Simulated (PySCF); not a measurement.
Gas-phase reaction: 2 SiHF2 + SiH4 → 3 SiH2 + 2 F2

Energies from PySCF, thermal terms from the rigid-rotor harmonic-oscillator model, ideal gas at 1 bar. † marks an energy on the PBE0/def2-TZVP geometry and frequencies; other levels use their own. MP2 freezes the core. 6-31G* has spherical d functions here. Open shells (unrestricted): SiHF2 (multiplicity 2); the rest are closed-shell singlets. B3LYP is the form with VWN-RPA correlation. SiHF2: computed as isolated molecules; such fragments, hydroxides, amides, oligomers or adducts are transient or little studied in the gas. MP2 isn't extrapolated to the basis-set limit.

```tsv
level	ΔH°(298 K), kJ
B3LYP/def2-TZVP†	1915
HF/6-31G*	…
M06-2X/def2-TZVP†	1994
MP2/def2-TZVPP†	2047
PBE/def2-TZVP†	1873
PBE0/def2-QZVP†	1968
PBE0/def2-TZVP	…
r2SCAN/def2-TZVP†	…
ωB97X-V/def2-TZVP†	…
```

### Question
Fill in the missing entries.

### Answer

- HF/6-31G*, ΔH°(298 K), kJ: 1996
- PBE0/def2-TZVP, ΔH°(298 K), kJ: 1952
- r2SCAN/def2-TZVP†, ΔH°(298 K), kJ: 2009
- ωB97X-V/def2-TZVP†, ΔH°(298 K), kJ: 1945
